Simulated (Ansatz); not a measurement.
Reaction (SMILES): O=C=S + 4 [H][H] (H2) → C (CH4) + O (H2O) + S (H2S)
B3LYP-D3(BJ)/def2-TZVP geometries, fixed; electronic energies without zero-point terms.
Largest species:
```xyz
5

C      0.0000     0.0000     0.0000
H      0.6205     0.6269     0.6390
H     -0.6429    -0.6249     0.6185
H      0.6369    -0.6328    -0.6166
H     -0.6146     0.6308    -0.6409
```
Charge 0, spin multiplicity 1.

Core correlation in the energy of full hydrogenation at CCSD(T) with Ansatz (an electronic-structure program), in kcal/mol: frozen core against 1s of Al to Cl frozen alone. Core-valence sets carry the plain set on hydrogen. Costs are rough ratios of core time on shared machines of one kind.

```
basis        functions, most  frozen core
-----------  ---------------  -----------
cc-pV(D+d)Z               51       -54.61
cc-pCVDZ                  63       -55.03
cc-pV(T+d)Z               99       -61.08
cc-pwCVTZ                145       -60.24
cc-pCVTZ                 145       -60.51
cc-pV(Q+d)Z              175       -62.97
cc-pwCVQZ                277       -62.68
cc-pCVQZ                 277       -62.75
```

Problem. How large is the core term in each set?

Solution. The largest core-valence set, cc-pCVQZ, gives a core term of -0.22 kcal/mol; the valence set cc-pV(Q+d)Z, which lacks functions for the core, gives -1.41. By row: cc-pV(D+d)Z -0.59, cc-pCVDZ -0.45, cc-pV(T+d)Z -2.06, cc-pwCVTZ -0.20, cc-pCVTZ -0.23, cc-pV(Q+d)Z -1.41, cc-pwCVQZ -0.19, cc-pCVQZ -0.22.
